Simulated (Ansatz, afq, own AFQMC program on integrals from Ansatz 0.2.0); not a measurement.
SiP, quartet in 6-31G, levels against full CI

```xyz
2

Si    0.0000    0.0000    0.0000
P     0.0000    0.0000    3.2340
```

Basis 6-31G. Noble-gas cores (and the filled d shells of Ga–Kr and In–Xe) are frozen. Ansatz 0.2.0 and our own AFQMC program on the same integrals; the CISD trial comes from CCSD amplitudes, and released means the phaseless constraint is let go. Error bars are statistical, one sigma.

Determinant: ROHF, the one that the program's search chose, which needn't be the lowest solution. The geometry is a point of a scan.

Full CI on the same integrals is exact in this basis and with this determinant's frozen core.

Cautions: lower spins were not checked; a spin-contaminated unrestricted determinant lies lower (UHF 760 meV lower, ⟨S²⟩ 4.47); strong correlation (T1 0.043, weight of the determinant 0.77, largest double 0.29); the released energies have errors that jump between times, so the bars are unsure, so no released level is given (meV from the phaseless value at times in 1/Eh: -5 ± 3 at 0.24, -6 ± 3 at 0.51, -22 ± 10 at 0.99, -14.4 ± 1.4 at 1.62, -22.8 ± 2.0 at 2.40).

```
T1 diagnostic                               : 0.0429
weight of the determinant in the CISD state : 0.773
size of the correlated space                : 9 electrons in 16 orbitals
```

```tsv
level	correlation energy (eV)
MP2	-1.5863
CCSD	-2.4683
CCSD(T)	-2.5556
```

(1) Estimate where phaseless AFQMC with a CISD trial lies against CCSD(T) on the same integrals.

(1) 0.25 ± 0.08 kcal/mol above CCSD(T).

Reference: full CI, correlation energy -2.595 eV.

| level | E − E(reference) (kcal/mol) | share of correlation (%) |
| --- | --- | --- |
| CCSD(T) | 0.91 | 98.48 |
| CCSDT | 0.23 | 99.62 |
| CCSDT(Q) | 0.03 | 99.95 |
| CCSDTQ | 0.01 | 99.99 |
| ph-AFQMC/CISD | 1.16 ± 0.08 | 98.06 |

CCSDT and higher add their correlation energy to the determinant of the CCSD(T) run, since their own runs factorise the integrals more tightly (a shift of under 2 meV). A walk keeps the symmetry of its determinant, which the program's search chose and which needn't be the lowest solution, so a lower state of the same spin and another symmetry isn't excluded.
